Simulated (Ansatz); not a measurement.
## Ansatz (development build ahead of 0.2.0) run

```yaml
crystal:
  periodic: [false, false, false]
  atoms:
    - { symbol: Si, position_ang: [0.0, 0.0, 0.0] }
    - { symbol: "N", position_ang: [0.0, 0.0, 3.611] }
basis:
  gaussian: { orbitals: def2-SVP }
magnetization:
  spin_polarized: true
  initial_magnetization: 1
hamiltonian:
  xc: hf
scf:
  omitted_lower_state_checks: [starts, atomic_configurations, cluster_reference, orbital_swaps, given_window_search, neighbouring_geometries, increment]
output:
  forces: true
```

The input is written out in the form of the current development build from the run's settings.

Results

```yaml
Converged: yes
Total_energy: -343.08991 hartree
Spin_squared_of_the_determinant: 2.765
Stability_test: minimum
```

Forces (eV/Å):
```json
{"atom": "Si1", "Fx": "0.000", "Fy": "0.000", "Fz": "-0.002"}
{"atom": "N2", "Fx": "0.000", "Fy": "0.000", "Fz": "0.002"}
```

Caution: the unrestricted determinant is a mixture of spin states.
